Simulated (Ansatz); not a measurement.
**CHB+ (quartet): from Hartree-Fock to the top rungs, def2-QZVPP**

The task here is to estimate one member of a computed series from the others.

Program: Ansatz 0.2.0, Gaussian basis. Level of theory: def2-QZVPP, core rule «outside noble gas», up to 2 orbitals frozen. These are calculated values, not measurements.

To be run: UHF; ROHF; CCSD(T) on UHF.

2 further runs of the same task are left out: 2 set aside as unsound or not needed.

### What is computed

The geometry is a PBE0/def2-TZVP stationary point (not a proven minimum) of the parent state, kept for this charge and spin.

3 atoms, charge 1, spin multiplicity 4.

Atoms are counted from 1 here; the program's logs count them from 0.

Bond lengths: B1–C2 1.449 Å, B1–H3 1.179 Å. Angles: C2–B1–H3 180.0°.

Set-up of the first run:

The input, in.yaml:

```yaml
crystal:
  periodic: [false, false, false]
  atoms:
    - {symbol: B, position_ang: [0.000000, 0.000000, 0.090069]}
    - {symbol: C, position_ang: [0.000000, 0.000000, -1.358850]}
    - {symbol: H, position_ang: [0.000000, 0.000000, 1.268781]}
basis:
  gaussian: {orbitals: "def2-QZVPP.json"}
total_charge: 1
magnetization: {spin_polarized: true, initial_magnetization: 3}
hamiltonian: {xc: hf}
output: {orbitals: {seedname: orbitals}}
```

On the command line:

```sh
$ ansatz run in.yaml --threads 1 --pin off --events-out ev --progress --plain --max-ram 2393MiB
```

Steps of the session up to this table: UHF; ROHF; CCSD(T) on UHF.

One table of the session follows, with a row left open; its other results are not shown here.

```
  method  from UCCSD(T) (kcal/mol)
    ROHF                   +104.42
     UHF                   +103.70
    UMP2                    +18.26
   UCCSD                         ?
UCCSD(T)                         0
```

Estimate the missing values for UCCSD.

As computed: from UCCSD(T) (kcal/mol): +3.53. In the column «from UCCSD(T) (kcal/mol)» it lies between UCCSD(T) (0) and UMP2 (+18.26).
